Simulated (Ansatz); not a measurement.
Born–Oppenheimer molecular dynamics of AlClH2O (5 atoms, charge 0, multiplicity 1). It starts at the highest image of a converged band. Of that band: Neighbouring images differ by up to 1.3 eV, so the band resolves the path poorly. A vibrational analysis at the climbing image gives one clearly imaginary mode, 1411i cm⁻¹: a first-order saddle point.

Computed with RKS r2SCANh-D4/def2-SVP (Ansatz 0.2.0).

```
ensemble                      : NVE (velocity Verlet)
time step                     : 0.5 fs
steps asked                   : 200
starting velocities drawn for : 300 K
seed                          : 2745
```

First frame:

```xyz
5
Properties=species:S:1:pos:R:3
Al 0.233 0.168 -0.473
O 0.747 0.060 1.273
H 0.621 -0.401 2.121
H 1.709 -0.125 0.356
Cl -1.864 0.016 -0.795
```

(1) How far do the bonds stretch over the last three quarters of this one trajectory? (Pairs bonded in most of those frames.)

Answers

(1) 
| bond | mean (Å) | spread (Å) | shortest | longest |
| --- | --- | --- | --- | --- |
| Al1–Cl5 | 2.247 | 0.137 | 2.01 | 2.42 |
| O2–H3 | 0.975 | 0.025 | 0.92 | 1.03 |
| O2–H4 | 0.982 | 0.058 | 0.89 | 1.09 |

Mean temperature of the second half: 2008 K. The conserved energy stayed within 0.91 meV per atom of its start (net change -0.24 meV per atom), so the integration is sound. The kinetic energy rose, since the run started high on the potential surface and went downhill. It ends in pieces (AlCl + H2O), so much of that is their flight and rotation, not heat. A run of 0.1 ps of so small a system gives no equilibrium averages. The orbitals stay closed-shell, which can raise the energy where a bond breaks towards radicals; this wasn't checked here.

Time of the run: 6.7 min on 1 thread of Intel(R) Xeon(R) Platinum 8488C (Sapphire Rapids), on a shared host, peak memory 0.14 GiB.
